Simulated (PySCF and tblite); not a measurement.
The numbers below are computed, except where a source is named.
Furan, 2,5-dihydro-, C4H6O, numbered as in [CH:1]1=[CH:2][CH2:3][O:4][CH2:5]1.

Conformers came from 90 starts (ETKDG and KDG, MMFF94s, GFN2-xTB); geometries are PBE0-D3(BJ)/def2-SVP. Energies: PBE0-D3(BJ)/def2-TZVP, with GFN2-xTB thermal terms (modes under about 100 cm⁻¹ blended into free rotors). Symmetry numbers and mirror images are counted. Conformers within 3 kcal/mol (GFN2-xTB free energy) were kept, 8 at most. Couplings: B3LYP/pcJ-1 (gas phase; spin-dipole term only for pairs with B, N, F, Si or P). Couplings are for ¹³C, ¹H, ¹⁷O; a prime marks the second kind of pair between the same two sets of atoms. Codes: tblite and PySCF.

The 5-ring runs over atoms 1–2–3–4–5.

```
conformer        shape  weight %
        1  5-ring flat     100.0
```

**Question.** Give the couplings in each conformer and the averages at 298.15 K (pairs that fast motion interchanges averaged).

**Answer.** 
| coupling | pairs | 1 | average (Hz) |
| --- | --- | --- | --- |
| ¹J(C1,C2) | 1 | 75.0 | 75.0 |
| ²J(C1,O4) | 2 | 1.1 | 1.1 |
| ¹J(C1,C5) | 2 | 40.7 | 40.7 |
| ¹J(C1,H1) | 2 | 177.3 | 177.3 |
| ²J(C1,H2) | 2 | 3.3 | 3.3 |
| ³J(C1,H3) | 4 | 5.7 | 5.7 |
| ²J(C1,H5) | 4 | -5.0 | -5.0 |
| ¹J(C3,O4) | 2 | 23.9 | 23.9 |
| ³J(H1,C3) | 2 | 9.4 | 9.4 |
| ²J(H2,C3) | 2 | 13.6 | 13.6 |
| ¹J(C3,H3) | 4 | 151.9 | 151.9 |
| ³J(C3,H5) | 4 | 0.8 | 0.8 |
| ³J(H1,O4) | 2 | -1.8 | -1.8 |
| ²J(H3,O4) | 4 | -10.2 | -10.2 |
| ³J(H1,H2) | 1 | 7.1 | 7.1 |
| ⁴J(H1,H3) | 4 | -3.5 | -3.5 |
| ³J(H1,H5) | 4 | 2.3 | 2.3 |
| ²J(H3,H3) | 2 | -16.2 | -16.2 |
| ⁴J(H3,H5) | 2 | 6.8 | 6.8 |
| ⁴J(H3,H5′) | 2 | 10.6 | 10.6 |

Only couplings over up to 4 bonds are listed; longer-range ones, if any, are left out.
